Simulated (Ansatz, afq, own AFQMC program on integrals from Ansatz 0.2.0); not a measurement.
**H2O, triplet: AFQMC among the cluster methods**

```xyz
3

O     0.0000   -0.0653    0.0000
H     0.0000    0.5184   -0.7615
H     0.0000    0.5184    0.7615
```

Basis cc-pVQZ. Only valence electrons are correlated. Integrals, coupled cluster, full CI and functionals: Ansatz 0.2.0; the random walks run on the same integrals in our own AFQMC program. ph-AFQMC/CISD is guided by a CISD state made of CCSD amplitudes; releasing the constraint for a short imaginary time cuts its bias at the price of noise, slowly where states lie close. Free AFQMC starts from the CCSD state and is never constrained. Its projection time is finite, and what remains of the start isn't in its error. Uncertainties: one standard error, sampling alone.

Determinant: ROHF, the one that the program's search chose, which needn't be the lowest solution. The geometry is a PBE0/def2-TZVP stationary point of this or a neighbouring charge and spin state.

No full CI on the walks' own integrals is used here. The released AFQMC energy serves as the reference, which it does only where one determinant dominates, the energy is flat over the last release times and near the phaseless one (40 meV or 2 meV an electron, half that with transition metals). On small molecules, where full CI could be run and the noise was under 10 meV, such values lay within 10 meV of it in 19 cases of 20, a flattering rate, since the rule was set on those same cases; what remains of the bias isn't in the error bar.

Cautions: another spin lies lower (by 7.53 eV); the released value is read at 1.50 1/Eh (meV from the phaseless value at times in 1/Eh: 1 ± 3 at 0.24, -3 ± 3 at 0.50, -1 ± 5 at 1.00, -9 ± 6 at 1.50).

- T1 diagnostic: 0.0148
- weight of the determinant in the CISD state: 0.942
- size of the correlated space: 8 electrons in 114 orbitals

```json
{"level": "MP2", "correlation energy (eV)": "-6.4241"}
{"level": "CCSD", "correlation energy (eV)": "-6.7681"}
{"level": "CCSD(T)", "correlation energy (eV)": "-6.9576"}
```

(1) Estimate where phaseless AFQMC with the Hartree–Fock trial lies against CCSD(T) on the same integrals.

(1) 0.1 ± 2.6 kJ/mol below CCSD(T). The gap is under twice the noise, so this walk alone can't tell the two apart.

Reference: AFQMC with the constraint released, correlation energy -6.976 ± 0.006 eV.

```json
{"level": "CCSD(T)", "E − E(reference) (kJ/mol)": "1.8 ± 0.6", "share of correlation (%)": "99.73"}
{"level": "ph-AFQMC/HF", "E − E(reference) (kJ/mol)": "1.7 ± 2.7", "share of correlation (%)": "99.75"}
{"level": "ph-AFQMC/CISD", "E − E(reference) (kJ/mol)": "0.9 ± 0.8", "share of correlation (%)": "99.86"}
{"level": "free AFQMC", "E − E(reference) (kJ/mol)": "1.0 ± 1.2", "share of correlation (%)": "99.85"}
```

Free projections are given only where their last times agree within the noise and don't stop above the reference; a slow remainder of the start can still hide under it. A walk keeps the symmetry of its determinant, which the program's search chose and which needn't be the lowest solution, so a lower state of the same spin and another symmetry isn't excluded. Released energies are given only where the last usable release times agree within the noise; a slower fall can still hide under it.
